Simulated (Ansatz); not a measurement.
# LiC− (triplet): the correlation ladder at distance C1–Li2 = 2.407 Å, 6-31++G**

Aim: climb from Hartree-Fock through coupled cluster and multireference methods for LiC− (triplet) at one geometry and basis, and see what each rung misses.

Computed with Ansatz 0.2.0, Gaussian basis. Level: 6-31++G**, core rule «outside noble gas», up to 2 orbitals frozen.

To be run: UHF; CCSD(T) on ROHF; CCSD(T) on UHF; BCCD(T) on ROHF; CISD; CCSDT(Q) on ROHF; CCSDT(Q) on UHF; CASSCF and MRCISD+Q, 4 electrons in 4 orbitals; CASSCF and NEVPT2, 4 electrons in 4 orbitals; Full CI.

48 further runs of the same task are left out: 34 for a known fault of the program, 12 that didn't finish, 2 set aside as unsound or not needed.

**1. What is computed**

The geometry derives from a PBE0/def2-TZVPD stationary point (not a proven minimum). One bond is set to the value named and the two fragments are kept rigid.

2 atoms, charge -1, spin multiplicity 3.

Atoms are counted from 1 here; the program's logs count them from 0.

Bond lengths: C1–Li2 2.407 Å.

Geometry (Å):

```xyz
2
CLi
C     0.0000    0.0000    0.0000
Li    0.0000    0.0000    2.4070
```

**2. UHF**

in.yaml reads:

```yaml
crystal:
  periodic: [false, false, false]
  atoms:
    - {symbol: C, position_ang: [0.000000, 0.000000, 0.000000]}
    - {symbol: Li, position_ang: [0.000000, 0.000000, 2.407000]}
basis:
  gaussian: {orbitals: "6-31++G**"}
total_charge: -1
magnetization: {spin_polarized: true, initial_magnetization: 2}
hamiltonian: {xc: hf}
output: {orbitals: {seedname: orbitals}}
```

Launch:

```console
$ ansatz run in.yaml --threads 1 --pin off --events-out ev --progress --plain --max-ram 2393MiB
```

Further steps of the session: CCSD(T) on ROHF; CCSD(T) on UHF; BCCD(T) on ROHF; CISD; CCSDT(Q) on ROHF; CCSDT(Q) on UHF; CASSCF and MRCISD+Q, 4 electrons in 4 orbitals; CASSCF and NEVPT2, 4 electrons in 4 orbitals; Full CI.

Q: Predict the results of all the runs planned. Wanted: FCI below the RHF energy; RMP2 from FCI; UMP2 from FCI; RCCSD from FCI; RCCSD(T) from FCI; UCCSD(T) from FCI; RCCSDT(Q) from FCI; UCCSDT(Q) from FCI; NEVPT2 pair from FCI.

As calculated:

| quantity | value |
| --- | --- |
| FCI below the RHF energy | -4.6042 eV |
| RMP2 from FCI | +1731.7 meV |
| UMP2 from FCI | +555.8 meV |
| RCCSD from FCI | +148.7 meV |
| RCCSD(T) from FCI | +61.6 meV |
| UCCSD(T) from FCI | +32.2 meV |
| RCCSDT(Q) from FCI | +1.1 meV |
| UCCSDT(Q) from FCI | +1.7 meV |
| NEVPT2 pair from FCI | +601.2 meV |
| MRCISD+Q pair from FCI | +17.2 meV |
| levels within 1 kcal/mol (43 meV) | UCCSD(T), BCCD(T), RCCSDT, UCCSDT, RCCSDT(Q), UCCSDT(Q), MRCISD+Q pair |
| T1 diagnostic | 0.333 |
| effectively unpaired electrons | 3.70 |

RCCSD(T) lands +61.6 meV from the yardstick (1.3 % of the correlation energy). CCSD(T) misses by +61.6 meV on the restricted determinant and by +32.2 meV on the unrestricted one; the two need not hold the same state or core. With 3.7 effectively unpaired electrons against 2 the state is strongly multireference. Coupled cluster on one determinant still stays close here. Of the multireference levels listed MRCISD+Q pair comes nearest in total energy (+17.2 meV), which doesn't show that its space is the better one. Coupled cluster took another determinant than the lowest Hartree-Fock one. These misses are within one basis, not against nature; the frozen cores of restricted and unrestricted runs differ, which can shift their rows.
